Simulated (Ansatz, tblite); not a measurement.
**Diborane 1,1-di F (B₂H₄F₂): removing and adding an electron**

The task here is to estimate one member of a computed series from the others.

Program: Ansatz 0.2.0, Gaussian basis. Level of theory: as each input shows. These are calculated values, not measurements.

Plan: charge +1 doublet, at the geometry of the singlet (PBE0-D4/def2-TZVP, PBE-D4/def2-TZVP, r2SCAN-D4/def2-TZVP, CCSD(T)/def2-TZVPP); charge -1 doublet, at the geometry of the singlet (PBE0-D4/def2-TZVPD, PBE-D4/def2-TZVPD, r2SCAN-D4/def2-TZVPD); the starting singlet's energies come from earlier runs.

## The structure

The geometry is that of the singlet, from an earlier relaxation (PBE-D4/def2-TZVP).

8 atoms, charge 0, spin multiplicity 1.

Atoms are counted from 1 here; the program's logs count them from 0.

Bond lengths: B1–F2 1.340 Å, B1–F3 1.340 Å, B1–B5 1.771 Å, H4–B5 1.285 Å, B5–H6 1.195 Å, B5–H7 1.195 Å, B5–H8 1.285 Å. Angles: F2–B1–F3 118.7°, F2–B1–B5 120.6°, F3–B1–B5 120.6°, B1–B5–H4 51.9°, B1–B5–H6 117.8°, B1–B5–H7 117.8°, B1–B5–H8 51.9°, H4–B5–H6 106.7°, H4–B5–H7 106.7°, H4–B5–H8 103.8°, H6–B5–H7 124.4°, H6–B5–H8 106.7°, H7–B5–H8 106.7°.

Geometry (Å):

```xyz
8
charge 0, multiplicity 1
B     0.52634   -0.60524    0.35495
F     1.33364   -1.34509   -0.41662
F     0.53872   -0.80712    1.67914
H     0.66967    0.76208    0.05822
B    -0.53645    0.61665   -0.36167
H    -1.23517    1.24766    0.37357
H    -0.50670    0.75481   -1.54783
H    -0.79006   -0.62376   -0.13975
```

Set-up of the first run:

in.yaml

```yaml
crystal:
  periodic: [false, false, false]
  atoms:
    - {symbol: B, position_ang: [0.526342, -0.605238, 0.354946]}
    - {symbol: F, position_ang: [1.333641, -1.345085, -0.416623]}
    - {symbol: F, position_ang: [0.538718, -0.807124, 1.679136]}
    - {symbol: H, position_ang: [0.669671, 0.762082, 0.058215]}
    - {symbol: B, position_ang: [-0.536447, 0.616651, -0.361665]}
    - {symbol: H, position_ang: [-1.235172, 1.247657, 0.373571]}
    - {symbol: H, position_ang: [-0.506705, 0.754806, -1.547832]}
    - {symbol: H, position_ang: [-0.790057, -0.623759, -0.139748]}
basis:
  gaussian: {orbitals: def2-SVP}
total_charge: 1
magnetization: {spin_polarized: true, initial_magnetization: 1}
hamiltonian: {xc: pbe0, dispersion: d4}
output: {orbitals: {seedname: orbitals}}
```

The run is started by

```bash
ansatz run in.yaml --threads 4 --pin off --events-out ev --progress --plain --max-ram 3916MiB
```

Among the steps run: Charge +1 doublet at the fixed geometry, first pass, PBE0-D4/def2-SVP; Charge +1 doublet at the fixed geometry, PBE0-D4/def2-TZVP; Charge +1 doublet at the fixed geometry, PBE-D4/def2-TZVP; Charge +1 doublet at the fixed geometry, r2SCAN-D4/def2-TZVP; Charge +1 doublet at the fixed geometry, CCSD(T)/def2-TZVPP.

One table of the session follows, with a row left open; its other results are not shown here.

It belongs to the step «Vertical ionisation energy». 

```
             method  vertical ionisation energy (eV)
      HF/def2-TZVPP                            12.64
   PBE-D4/def2-TZVP                            12.50
r2SCAN-D4/def2-TZVP                            12.73
  PBE0-D4/def2-TZVP                            13.02
     MP2/def2-TZVPP                                ?
    CCSD/def2-TZVPP                            13.36
 CCSD(T)/def2-TZVPP                            13.34
```

Estimate the missing values for MP2/def2-TZVPP.

**Answer.** vertical ionisation energy (eV): 13.38. In the column «vertical ionisation energy (eV)» it is the highest.
